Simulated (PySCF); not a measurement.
# ClFHLi: the cost of one run

Computed with PySCF 2.14.0; each step states its level. No surroundings beyond the atoms listed, unless a continuum is named. Atoms count from 0, parts from 1.

## 1. The system as given

4 atoms, charge 0, multiplicity 1; geometry: GFN2-xTB. Parts: 1 = atoms 0–1, `[Li][Cl]`, charge 0; 2 = atoms 2–3, `F`, charge 0. In the given geometry H3 has moved to Cl1 of another part (1.29 Å), so values for the parts refer to these atom groups.

## 2. Geometry optimisation at PBE0-D3(BJ)/def2-TZVPD

The job: settings as JSON, then the geometry in Å.

```
{"job": {"xc": "PBE0", "basis": "def2-TZVPD", "d3": "d3bj", "grid": 3, "kind": "geom", "shake": 0.01}, "charge": 0, "multiplicity": 1, "parts": [{"atoms": "0-1", "charge": 0, "multiplicity": 1}, {"atoms": "2-3", "charge": 0, "multiplicity": 1}]}
Li     1.299033     0.352831     0.166377
Cl    -0.379360    -0.244754    -1.494050
F      1.483749     1.708284    -0.629225
H      0.182729     0.890944    -1.727080
```

Run with:

```console
$ OMP_NUM_THREADS=1 python cluster_run.py task.json out
```

The driver reads the jobs from task.json and runs them one after another.

Q: Estimate the wall time and peak memory of this first job on 1 thread of Arm Neoverse N1, shared host.

About 76 s, with a peak of 0.47 GiB.
